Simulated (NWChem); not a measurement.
The numbers come from NWChem runs, not from measurements. System: C₃H₇Cl, charge 0, spin multiplicity 1, at a geometry optimised with PBE/def2-SVP. The structure started from a generated list of species. Level: RHF/6-31G* (spherical d).

Input file:

```
start mol
memory heap 200 mb stack 800 mb global 1000 mb
geometry units angstroms nocenter noautoz noautosym
  C     -1.919688    -0.243701     0.226043
  C     -0.706681    -1.128629    -0.060204
  C      0.615041    -0.576279     0.458363
  Cl     1.070718     0.988764    -0.336386
  H     -2.066288    -0.097798     1.316843
  H     -2.848300    -0.689983    -0.181935
  H     -1.789779     0.757141    -0.232179
  H     -0.612567    -1.311787    -1.152185
  H     -0.842076    -2.129000     0.410045
  H      0.573086    -0.370740     1.547076
  H      1.451693    -1.275168     0.265686
end
basis spherical
  * library 6-31g*
end
scf
  rhf
  nopen 0
  maxiter 100
  thresh 1e-7
  semidirect memsize 60000000 filesize 0
end
task scf energy
```

NWChem printed:

```
             Northwest Computational Chemistry Package (NWChem) 7.3.0
             --------------------------------------------------------

                                NWChem Input Module
                                -------------------

 Scaling coordinates for geometry "geometry" by  1.889725989
 (inverse scale =  0.529177249)

                             Geometry "geometry" -> ""
                             -------------------------

 Output coordinates in angstroms (scale by  1.889725989 to convert to a.u.)

  No.       Tag          Charge          X              Y              Z
 ---- ---------------- ---------- -------------- -------------- --------------
    1 C                    6.0000    -1.91968800    -0.24370100     0.22604300
    2 C                    6.0000    -0.70668100    -1.12862900    -0.06020400
    3 C                    6.0000     0.61504100    -0.57627900     0.45836300
    4 Cl                  17.0000     1.07071800     0.98876400    -0.33638600
    5 H                    1.0000    -2.06628800    -0.09779800     1.31684300
    6 H                    1.0000    -2.84830000    -0.68998300    -0.18193500
    7 H                    1.0000    -1.78977900     0.75714100    -0.23217900
    8 H                    1.0000    -0.61256700    -1.31178700    -1.15218500
    9 H                    1.0000    -0.84207600    -2.12900000     0.41004500
   10 H                    1.0000     0.57308600    -0.37074000     1.54707600
   11 H                    1.0000     1.45169300    -1.27516800     0.26568600

 Effective nuclear repulsion energy (a.u.)     161.3904335898

            Nuclear Dipole moment (a.u.)
            ----------------------------
        X                 Y               Z
 ---------------- ---------------- ----------------
     0.0000132281    -0.0000018897     0.0000018897


 Summary of "ao basis" -> "" (spherical)
 ------------------------------------------------------------------------------
       Tag                 Description            Shells   Functions and Types
 ---------------- ------------------------------  ------  ---------------------
 *                           6-31g*                   on all atoms

 Summary of "ao basis" -> "ao basis" (spherical)
 ------------------------------------------------------------------------------
       Tag                 Description            Shells   Functions and Types
 ---------------- ------------------------------  ------  ---------------------
 C                           6-31g*                  6       14   3s2p1d
 Cl                          6-31g*                  8       18   4s3p1d
 H                           6-31g*                  2        2   2s

                                 NWChem SCF Module
                                 -----------------

  ao basis        = "ao basis"
  functions       =    74
  atoms           =    11
  closed shells   =    21
  open shells     =     0
  charge          =   0.00
  wavefunction    = RHF
  use symmetry    = F
  symmetry adapt  = F

 Summary of "ao basis" -> "ao basis" (spherical)
 ------------------------------------------------------------------------------
       Tag                 Description            Shells   Functions and Types
 ---------------- ------------------------------  ------  ---------------------
 C                           6-31g*                  6       14   3s2p1d
 Cl                          6-31g*                  8       18   4s3p1d
 H                           6-31g*                  2        2   2s
[...]
                 5     -577.1604444842  2.87D-09  1.35D-09      3.4

       Final RHF  results
       ------------------

         Total SCF energy =   -577.160444484221
      One-electron energy =  -1113.597344630374
      Two-electron energy =    375.046466556312
 Nuclear repulsion energy =    161.390433589840

        Time for solution =      1.6s

             Final eigenvalues
             -----------------

              1
    1 -104.7987
    2  -11.2965
    3  -11.2440
    4  -11.2245
    5  -10.5379
    6   -8.0064
    7   -8.0032
    8   -8.0032
    9   -1.1342
   10   -1.0360
   11   -0.9177
   12   -0.8027
   13   -0.6426
   14   -0.6307
   15   -0.5823
   16   -0.5398
   17   -0.5149
   18   -0.5003
   19   -0.4808
   20   -0.4288
   21   -0.4269
   22    0.1953
   23    0.2294
   24    0.2686
   25    0.2759
   26    0.2988
   27    0.3061
   28    0.3259
   29    0.3329
   30    0.3740
   31    0.4183

                       ROHF Final Molecular Orbital Analysis
                       -------------------------------------

 Vector   19  Occ=2.000000D+00  E=-4.808427D-01
              MO Center= -6.0D-01, -5.0D-01,  4.0D-02, r^2= 3.6D+00
   Bfn.  Coefficient  Atom+Function         Bfn.  Coefficient  Atom+Function
  ----- ------------  ---------------      ----- ------------  ---------------
    50      0.268772   4 Cl py               19     -0.214016   2 C  pz
    69     -0.199770   9 H  s                70     -0.197996   9 H  s
    18      0.192117   2 C  py                5      0.162360   1 C  pz
     4     -0.155598   1 C  py               65     -0.155060   7 H  s
    51     -0.153524   4 Cl pz

 Vector   20  Occ=2.000000D+00  E=-4.287825D-01
              MO Center=  8.7D-01,  6.9D-01, -2.3D-01, r^2= 2.1D+00
   Bfn.  Coefficient  Atom+Function         Bfn.  Coefficient  Atom+Function
  ----- ------------  ---------------      ----- ------------  ---------------
    49      0.539823   4 Cl px               51      0.395750   4 Cl pz
    53      0.323592   4 Cl px               55      0.235034   4 Cl pz
    45     -0.208130   4 Cl px               47     -0.152666   4 Cl pz

 Vector   21  Occ=2.000000D+00  E=-4.269265D-01
              MO Center=  9.7D-01,  7.2D-01, -1.9D-01, r^2= 2.0D+00
   Bfn.  Coefficient  Atom+Function         Bfn.  Coefficient  Atom+Function
  ----- ------------  ---------------      ----- ------------  ---------------
    51      0.444413   4 Cl pz               49     -0.364983   4 Cl px
    50      0.350436   4 Cl py               55      0.269016   4 Cl pz
    53     -0.218630   4 Cl px               54      0.209539   4 Cl py
    47     -0.171369   4 Cl pz

 Vector   22  Occ=0.000000D+00  E= 1.953092D-01
              MO Center=  7.4D-01,  7.1D-02,  8.4D-02, r^2= 3.9D+00
   Bfn.  Coefficient  Atom+Function         Bfn.  Coefficient  Atom+Function
  ----- ------------  ---------------      ----- ------------  ---------------
    34      1.617065   3 C  s                54      0.817255   4 Cl py
    52     -0.742427   4 Cl s                36      0.649911   3 C  py
    74     -0.502394  11 H  s                72     -0.497712  10 H  s
    20      0.487243   2 C  s                55     -0.436841   4 Cl pz
    68     -0.431529   8 H  s                35      0.353830   3 C  px

 Vector   23  Occ=0.000000D+00  E= 2.294155D-01
              MO Center= -5.8D-01, -8.8D-01,  3.1D-01, r^2= 5.8D+00
   Bfn.  Coefficient  Atom+Function         Bfn.  Coefficient  Atom+Function
  ----- ------------  ---------------      ----- ------------  ---------------
    20      1.176119   2 C  s                 6      1.147068   1 C  s
    70     -1.019709   9 H  s                64     -0.766432   6 H  s
    74     -0.736196  11 H  s                62     -0.587791   5 H  s
    72     -0.564982  10 H  s                37      0.482128   3 C  pz
    68     -0.435248   8 H  s                36     -0.420353   3 C  py

 Vector   24  Occ=0.000000D+00  E= 2.685927D-01
              MO Center= -1.4D-01, -6.3D-01,  6.9D-01, r^2= 5.2D+00
   Bfn.  Coefficient  Atom+Function         Bfn.  Coefficient  Atom+Function
  ----- ------------  ---------------      ----- ------------  ---------------
    72      1.394707  10 H  s                74     -0.897036  11 H  s
    62      0.877097   5 H  s                68     -0.875713   8 H  s
    37     -0.802702   3 C  pz               20      0.715853   2 C  s
     6     -0.534584   1 C  s                35      0.490554   3 C  px
    36     -0.487205   3 C  py                9     -0.473310   1 C  pz

 center of mass
 --------------
 x =   0.17253326 y =   0.14617337 z =  -0.05531382

 moments of inertia (a.u.)
 ------------------
         270.489686948464        -174.115269076871          49.479604934893
        -174.115269076871         451.178723991914          53.302145540832
          49.479604934893          53.302145540832         629.578610627960

  Mulliken analysis of the total density
  --------------------------------------

    Atom       Charge   Shell Charges
 -----------   ------   -------------------------------------------------------
    1 C    6     6.49   2.00  0.64  2.03  0.69  1.08  0.05
    2 C    6     6.32   2.00  0.64  2.02  0.65  0.95  0.05
    3 C    6     6.38   2.00  0.65  1.94  0.72  1.01  0.06
    4 Cl  17    17.12   2.00  2.00  5.98  1.35  3.56  0.59  1.61  0.03
    5 H    1     0.84   0.52  0.32
    6 H    1     0.83   0.52  0.31
    7 H    1     0.81   0.52  0.29
    8 H    1     0.82   0.52  0.30
    9 H    1     0.83   0.52  0.31
   10 H    1     0.79   0.52  0.27
   11 H    1     0.78   0.52  0.26

       Multipole analysis of the density wrt the origin
       ------------------------------------------------

     L   x y z        total         open         nuclear
     -   - - -        -----         ----         -------
     0   0 0 0     -0.000000      0.000000     42.000000

     1   1 0 0     -0.339232      0.000000      0.000013
     1   0 1 0     -0.805399      0.000000     -0.000002
     1   0 0 1      0.351573      0.000000      0.000002

     2   2 0 0    -25.579321      0.000000    235.592115
     2   1 1 0     -1.194553      0.000000     88.592746
     2   1 0 1      0.621619      0.000000    -24.762602
     2   0 2 0    -24.995463      0.000000    127.443071
     2   0 1 1     -0.136829      0.000000    -27.193577
     2   0 0 2    -24.565678      0.000000     33.187069

 Task  times  cpu:        3.4s     wall:        3.4s

 Total times  cpu:        3.4s     wall:        3.4s
```
